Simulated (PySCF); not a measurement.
AlF3, SMILES [Al]([F])([F])[F]. Heavy atoms are numbered as in [Al:1]([F:2])([F:3])[F:4].

Coordinates come from a B3LYP-D3(BJ)/def2-TZVP optimisation. The isomer is the one that the SMILES or the coordinates give; other isomers of the formula were not compared.

These are PySCF with B3LYP/def2-TZVPD values and carry that method's errors.

Mulliken values depend strongly on the basis, most of all with diffuse functions as here. ESP charges are fitted to the potential on shells at 1.4 to 2.0 van der Waals radii. Atomic charges (e), one atom of each kind:

```json
[
 {"atom": "Al1", "ESP fit": "[?]", "Mulliken": "0.82"},
 {"atom": "F2", "ESP fit": "[?]", "Mulliken": "-0.27"}
]
```

What belongs in the gaps? (An estimate is asked for; the answer gives what the named calculation found.)


- Al1, ESP fit: 1.45
- F2, ESP fit: -0.48
